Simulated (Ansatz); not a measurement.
Two structures of CH7ClSi, closed shell, reached by relaxing down either side of one saddle point (PBE0-D4/def2-TZVP). Energies are electronic, without zero-point energy. Computed with Ansatz 0.2.0 (basis: def2-TZVPP and def2-QZVPP); correlated methods freeze the cores. Extrapolation: Hartree–Fock as exp(−7.88 √X), correlation as X^−2.97. First:

```xyz
10
angstrom
Si -0.4087 -0.9594 -0.3785
Cl 1.5384 -1.3771 -0.9204
H -1.2874 -1.7827 -1.2448
H -0.5705 -1.3806 1.0342
C -0.7394 0.8544 -0.5955
H 2.0758 0.2807 1.7222
H 1.8262 0.6834 2.2996
H -0.0714 1.4462 0.0334
H -1.7714 1.0824 -0.3145
H -0.5915 1.1527 -1.6354
```

Second:

| atom | x (Å) | y (Å) | z (Å) |
| --- | --- | --- | --- |
| Si1 | -0.6145 | -0.6525 | 0.7049 |
| Cl2 | 3.0808 | 0.3221 | -0.8304 |
| H3 | -1.3845 | -1.8475 | 0.2717 |
| H4 | -1.0991 | -0.2229 | 2.0425 |
| C5 | -0.7317 | 0.7296 | -0.5442 |
| H6 | 2.2132 | -0.2932 | -0.1076 |
| H7 | 0.8081 | -1.0853 | 0.8729 |
| H8 | -0.1469 | 1.5950 | -0.2253 |
| H9 | -1.7702 | 1.0455 | -0.6664 |
| H10 | -0.3553 | 0.4093 | -1.5180 |

Question: Which bonds change from the first to the second?

Answer: CH₅ClSi ([CH3][SiH2][Cl]) + H₂ → CH₆Si ([CH3][SiH3]) + HCl; bonds formed: Si1–H7, Cl2–H6; bonds broken: Si1–Cl2, H6–H7.

Question: Give the saddle point's structure and its height above each. (An estimate is asked for; the value comes from the calculation.)

Answer: By the calculation: 55.14 kcal/mol above the first and 36.46 kcal/mol above the second (CCSD(T) at an estimated basis limit (MP2 extrapolated from triple and quadruple zeta, plus CCSD(T) − MP2 in triple zeta)).
Si1  (-0.173, -0.600, 0.322)
Cl2  (2.007, -0.550, -0.971)
H3  (-0.298, -1.975, -0.193)
H4  (-0.951, -0.603, 1.606)
C5  (-0.736, 0.900, -0.606)
H6  (1.584, -0.419, 0.722)
H7  (1.093, -0.386, 1.463)
H8  (-0.180, 1.774, -0.257)
H9  (-1.798, 1.070, -0.413)
H10  (-0.548, 0.790, -1.673)
(Å)

T1 diagnostic: at most 0.011.

Labels in which every atom is bracketed show which atoms are joined, not bond orders.

For scale, one of the runs: CCSD(T)/def2-TZVPP, 213 basis functions, launched by `ansatz run in.yaml --threads 4 --pin off --events-out ev --progress --plain --max-ram 9574MiB`. Time: 29 s of wall clock on 4 CPU threads of an Arm Neoverse V2; the host was shared. Peak host memory: 2.8 GiB.
